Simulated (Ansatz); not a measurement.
Basis-set series for C$_{6}$H$_{12}$, SMILES `C=CC(C)(C)C`. The species carries charge 0 and has multiplicity 1. The structure was optimised at the PBE0-D4/def2-TZVP level.

```csv
functional,basis,functions,energy (Eh),HOMO (eV),LUMO (eV)
PBE0-D4,def2-SVP,144,-235.39336,-7.32,0.69
PBE0-D4,def2-QZVPP,702,-235.66108,-7.39,0.37
ωB97M-V,def2-SVP,144,-235.52523,-9.60,2.88
ωB97M-V,def2-QZVPP,702,-235.81012,-9.66,1.71
```

Q: Give the rows for def2-TZVPP. (An estimate is asked.)

A: Computed: 
```
functional       basis  functions  energy (Eh)  HOMO (eV)  LUMO (eV)
   PBE0-D4  def2-TZVPP        354   -235.64771      -7.38       0.45
   ωB97M-V  def2-TZVPP        354   -235.79703      -9.65       2.51
```

Positive LUMOs are unbound and depend on the basis.
